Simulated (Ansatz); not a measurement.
HF ··· SiH4

The pair of HF (SMILES F, atoms 1–2) and SiH4 (SMILES [SiH4], atoms 3–7), both closed shells, in one local arrangement (a lower one may exist), relaxed at PBE0-D4/def2-TZVP:

```xyz
7
angstrom
F -0.2034 0.0310 -2.6257
H -0.6009 0.0946 -1.7926
Si 0.1792 -0.0281 0.8930
H -0.3626 0.0579 2.2702
H -0.9652 0.1564 -0.0507
H 0.7832 -1.3593 0.6518
H 1.1696 1.0475 0.6537
```

Program: Ansatz 0.2.0. Basis: def2-TZVPPD, with def2-QZVPPD for the basis limit. Cores are frozen in the correlated methods. B3LYP uses VWN-RPA correlation. Extrapolation: Hartree–Fock as exp(−7.88 √X), correlation as X^−2.97. Interaction energies count from these two fragments, frozen as in the pair, with the counterpoise correction; negative means bound.

Problem. What is the interaction energy by CCSD(T) at an estimated basis limit (MP2 extrapolated from triple and quadruple zeta, plus CCSD(T) − MP2 in triple zeta)? (To be estimated.)

Solution. The calculation gives: -1.32 kcal/mol. Hartree–Fock alone gives 0.21 kcal/mol at the basis limit, so without correlation the pair would not bind at this distance. It counts from the two fragments frozen as in the pair.

The same quantity by other methods in triple zeta, and each one's difference from that estimate:
```csv
method,E_int (kcal/mol),difference
PBE-D4,-2.08,-0.77
revPBE-D4,-1.29,0.03
BLYP-D4,-1.57,-0.25
r2SCAN-D4,-1.77,-0.45
B97M-V,-1.66,-0.34
PBE0-D4,-1.75,-0.43
B3LYP-D4,-1.61,-0.29
HSE06-D4,-1.76,-0.44
wB97X-V,-1.47,-0.16
wB97M-V,-1.46,-0.14
B2PLYP,-1.11,0.21
HF,0.22,1.54
MP2,-1.07,0.24
CCSD,-0.89,0.43
CCSD(T),-1.12,0.20
```
Differences are method less estimate.

Problem. Which atoms make the shortest contact between the fragments?

Solution. H2 and H5, 1.78 Å apart.

Basis-set superposition shift (counterpoise-corrected less uncorrected): CCSD(T) 0.29; MP2 0.29; HF 0.03; PBE0-D4 0.03; wB97M-V 0.03 kcal/mol.

No T1 diagnostic of these runs exceeds 0.011.

For scale, one of the runs: CCSD(T)/def2-TZVPPD, 173 basis functions, launched by `ansatz run in.yaml --threads 2 --pin off --events-out ev --progress --plain --max-ram 5222MiB`. Time: 15 s of wall clock on 2 CPU threads of an Arm Neoverse V2; the host was shared. Peak host memory: 1.4 GiB.
